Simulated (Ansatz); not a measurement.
# BeH (doublet): the correlation ladder, cc-pVDZ

Aim: climb from Hartree-Fock through coupled cluster for BeH (doublet) at one geometry and basis, and see what each rung misses.

Program: Ansatz 0.2.0, Gaussian basis. Level of theory: cc-pVDZ, core rule «outside noble gas», up to 1 orbitals frozen. These are calculated values, not measurements.

To be run: UHF; CCSD(T) on ROHF; CCSD(T) on UHF; BCCD(T) on ROHF; CISD; CCSDT on ROHF; CCSDT on UHF; Full CI.

45 further runs of the same task are left out: 3 for a known fault of the program, 1 for a mislabelled method, 41 set aside as unsound or not needed.

### Step 1. The system

The geometry is an MP2(full)/6-31G* stationary point (not a proven minimum).

2 atoms, charge 0, spin multiplicity 2.

Atoms are counted from 1 here; the program's logs count them from 0.

Bond lengths: Be1–H2 1.348 Å.

### Step 2. UHF

File in.yaml:

```yaml
crystal:
  periodic: [false, false, false]
  atoms:
    - {symbol: Be, position_ang: [0.000000, 0.000000, 0.000000]}
    - {symbol: H, position_ang: [0.000000, 0.000000, 1.348270]}
basis:
  gaussian: {orbitals: cc-pVDZ}
magnetization: {spin_polarized: true, initial_magnetization: 1}
hamiltonian: {xc: hf}
output: {orbitals: {seedname: orbitals}}
```

Started as:

```bash
> ansatz run in.yaml --threads 1 --pin off --events-out ev --progress --plain --max-ram 2502MiB
```

Further steps of the session: CCSD(T) on ROHF; CCSD(T) on UHF; BCCD(T) on ROHF; CISD; CCSDT on ROHF; CCSDT on UHF; Full CI.

**Question.** What will the summary of the whole plan be? Wanted: FCI below the RHF energy; RMP2 from FCI; UMP2 from FCI; RCCSD from FCI; RCCSD(T) from FCI; UCCSD(T) from FCI; T1 diagnostic; effectively unpaired electrons.

**Answer**, as computed:

| quantity | value |
| --- | --- |
| FCI below the RHF energy | -1.0623 eV |
| RMP2 from FCI | +29.9 kJ/mol |
| UMP2 from FCI | +29.4 kJ/mol |
| RCCSD from FCI | +1.7 kJ/mol |
| RCCSD(T) from FCI | +0.6 kJ/mol |
| UCCSD(T) from FCI | +0.5 kJ/mol |
| levels within 1 kcal/mol (43 meV) | CISD, RCCSD, UCCSD, RCCSD(T), UCCSD(T), BCCD(T), RCCSDT, UCCSDT |
| T1 diagnostic | 0.021 |
| effectively unpaired electrons | 1.01 |

RCCSD(T) misses by +0.6 kJ/mol, 0.6 % of the correlation energy. One determinant dominates. These misses are within one basis, not against nature; the frozen cores of restricted and unrestricted runs differ, which can shift their rows.
